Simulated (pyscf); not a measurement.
Single points on ωB97X-D3(BJ)/def2-SVP structures (PySCF, gas phase).

**Question.** `[O]=[V]([Cl])([Cl])[Cl]` + `[H][H]` -> `[O]=[VH]([Cl])[Cl]` + `[ClH]`
Surface: singlet. Broken: Cl–V, H–H. Formed: H–V, Cl–H. Give ΔE‡ and ΔE from ωB97M-D3(BJ)/def2-TZVP, relative to the separated reactants.

**Answer.** ΔE‡ = 34.0 kcal/mol, ΔE = +24.7 kcal/mol. Zero-point energy shifts the barrier by +1.9 kcal/mol. It is a four-centre exchange, with an imaginary mode of 437i cm⁻¹. On the product side the descent ends in an adduct with a Cl–V contact, 1.9 kcal/mol under the separated species and 7.3 kcal/mol under the saddle at ωB97X-D3(BJ)/def2-TZVP. What is counted as broken (Cl–V) persists as a longer contact in the product adduct; parting that adduct is a step of its own. This is the saddle that the search found; another between the same sides may lie lower.
